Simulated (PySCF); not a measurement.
Molecule: SMILES C(/C(=C)C)=C/F, C$_{5}$H$_{7}$F.

Atoms are numbered as in `[CH2:1]=[C:2]([CH3:3])/[CH:4]=[CH:5]\[F:6]` (H(Xn): hydrogen on atom n). Ha(C1) is cis to C3; Hb(C1) is trans to C3.

Spin–spin couplings on one PBE0-D3(BJ)/def2-SVP geometry, PySCF 2.14.0 with density-fitted response routines, gas phase, non-relativistic, equivalent pairs averaged (spin–dipole term only in couplings to heteroatoms); isotopes ¹³C, ¹⁹F, ¹H; basis pcJ-1.

Task: How do the couplings (Hz) change with the functional? Times are CPU seconds on 1 thread of an Arm Neoverse V2, shared host.

Result: 
```tsv
functional	functions	¹J(C5,F6)	¹J(C5,H(C5))	¹J(C1,Ha(C1))	¹J(C1,Hb(C1))	¹J(C4,H(C4))	¹J(C3,H(C3))	¹J(C4,C5)	core-s
LDA	232	-358.3	162.9	130.2	128.4	126.5	101.9	67.1	20
PBE	232	-372.6	190.0	153.7	151.7	149.1	122.7	80.6	26
KT2	232	-375.0	205.8	164.9	162.0	159.4	129.0	67.7	27
PBE0	232	-349.1	198.4	160.1	157.6	154.8	127.1	88.1	35
B97-2	232	-332.5	190.2	153.9	151.6	147.6	121.2	86.4	35
BHandHLYP	232	-332.2	227.9	184.6	181.5	177.3	145.7	108.2	41
CAM-B3LYP	232	-339.5	207.0	166.6	164.0	161.1	132.4	89.5	52
``` Left out for a near triplet instability: HF/pcJ-1.
